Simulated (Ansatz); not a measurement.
## InH₂⁺, singlet: breathe scan

Starting geometry (PBE0/def2-TZVP stationary point for this spin, not checked as a minimum):

```
atom   x (Å)   y (Å)    z (Å)
  In  0.0000  0.0000   0.0000
   H  0.0000  0.0000  -1.6654
   H  0.0000  0.0000   1.6654
```

From there all distances are scaled together; atoms are numbered as listed. Energies are in eV, counted from the starting geometry at the same level. Kohn–Sham curves are unrestricted where that lies lower, except RKS.

Basis def2-TZVPP with its core potentials; Ansatz 0.2.0. Correlated methods freeze the noble-gas cores and the filled d shells of p-block atoms. No spin–orbit coupling is included; scalar relativity enters through the core potentials alone.

Unrestricted Kohn–Sham rows aren't spin-pure: their determinants' ⟨S²⟩ exceeds S(S+1) by up to 1.00, so they mix in states of higher spin.

Functionals correlate the shells that the reference freezes, so part of their error here is the reference's.

Full CI is exact within this basis and frozen core; it isn't the basis-set limit.

| scale of all distances | full CI | PBE | BLYP | r2SCAN | PBE0 | B3LYP | r2SCAN0 | wB97M-V | B2PLYP | RKS PBE0 | RPA-PBE |
| --- | --- | --- | --- | --- | --- | --- | --- | --- | --- | --- | --- |
| 0.878 | 0.985 | 0.841 | 0.860 | 0.760 | 0.796 | 0.812 | 0.741 | 0.749 | 0.843 | 0.796 | 0.999 |
| 1.000 | 0.000 | 0.000 | 0.000 | 0.000 | 0.000 | 0.000 | 0.000 | 0.000 | 0.000 | 0.000 | 0.000 |
| 1.121 | 0.312 | 0.357 | 0.331 | 0.451 | 0.440 | 0.409 | 0.498 | 0.507 | 0.420 | 0.440 | 0.292 |
| 1.316 | 1.636 | 1.704 | 1.619 | 1.892 | 1.966 | 1.850 | 1.967 | 2.183 | 2.003 | 1.982 | 1.610 |
| 1.511 | 2.696 | 2.603 | 2.476 | 2.655 | 2.744 | 2.662 | 2.696 | 3.045 | 2.767 | 3.541 | 2.849 |
| 1.742 | 3.095 | 2.851 | 2.777 | 3.049 | 2.971 | 2.936 | 3.067 | 3.253 | 2.983 | 4.895 | 3.033 |
| 2.027 | 3.170 | 2.966 | 2.906 | 3.239 | 3.071 | 3.058 | 3.240 | 3.310 | 3.069 | 5.801 | 3.067 |
| 2.369 | 3.202 | 3.043 | 2.986 | 3.337 | 3.133 | 3.130 | 3.328 | 3.334 | 3.121 | 6.247 | 3.085 |

Problem. Judged by the spread of the error over the points with a reference (largest less smallest), which of these follows full CI best and which worst?

Solution. Subtracting the full CI column from each: best RPA-PBE (errors from -0.117 to 0.154, spread 0.271 eV), worst RKS PBE0 (from -0.189 to 3.045, spread 3.234 eV). Functionals and wave-function methods converge differently with the basis, so part of this is basis effect.

PBE at 2.369 lies 0.158 eV (5 %) below the reference in this basis. BLYP at 2.369 lies 0.216 eV (7 %) below the reference in this basis. RKS PBE0 keeps both spins in the same orbitals, so it can't give open-shell fragments and ends 3.045 eV too high at 2.369.
